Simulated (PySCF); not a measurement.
**Molecular orbitals of MgSi**

BLYP at R = 2.559 Å; basis Mg aug-cc-pVDZ, Si aug-cc-pV(D+d)Z; no relativity; PySCF 2.14. State: ³Σ⁻ (triplet), unpaired electrons π ↑↑. Only the outer orbitals are listed, counted within each symmetry.

```tsv
spin	orbital	occ.	ε (eV)	on Mg (%)	main shells (%)
α	2π	1	-47.72	100	100 Mg p
α	2π	1	-47.72	100	100 Mg p
α	6σ	1	-47.72	100	100 Mg p
α	7σ	1	-10.63	7	92 Si s
α	8σ	1	-5.51	60	60 Mg s, 34 Si p
α	3π	1	-3.96	11	88 Si p, 10 Mg p
α	3π	1	-3.96	11	88 Si p, 10 Mg p
α	9σ	0	-3.27	62	35 Si p, 33 Mg p, 28 Mg s
α	4π	0	-1.16	92	89 Mg p
α	4π	0	-1.16	92	89 Mg p
β	6σ	1	-47.72	100	100 Mg p
β	2π	1	-47.72	100	100 Mg p
β	2π	1	-47.72	100	100 Mg p
β	7σ	1	-9.45	15	85 Si s, 10 Mg s
β	8σ	1	-5.23	74	74 Mg s, 19 Si p
β	9σ	0	-3.09	53	41 Mg p, 41 Si p, 11 Mg s
β	3π	0	-2.75	29	71 Si p, 28 Mg p
β	3π	0	-2.75	29	71 Si p, 28 Mg p
```

Q: Which are the highest filled and the lowest empty level, where do they sit, and how wide is the gap?

A: Highest filled α 3π at -3.96 eV (in %: 88 Si p, 10 Mg p); lowest empty α 9σ at -3.27 eV (in %: 35 Si p, 33 Mg p, 28 Mg s); the gap at BLYP is 0.69 eV.

The bond order (Mayer) is 1.19, the ⟨S²⟩ is 2.030 and the charge on Mg (Mulliken, basis-dependent) is 0.18. The charge on Mg (Löwdin, basis-dependent) is 0.30 and the dipole moment (positive dipole means Mg(−)Si(+)) is -3.24 D.

The state was picked by a PBE0 search and need not be the measured ground state.
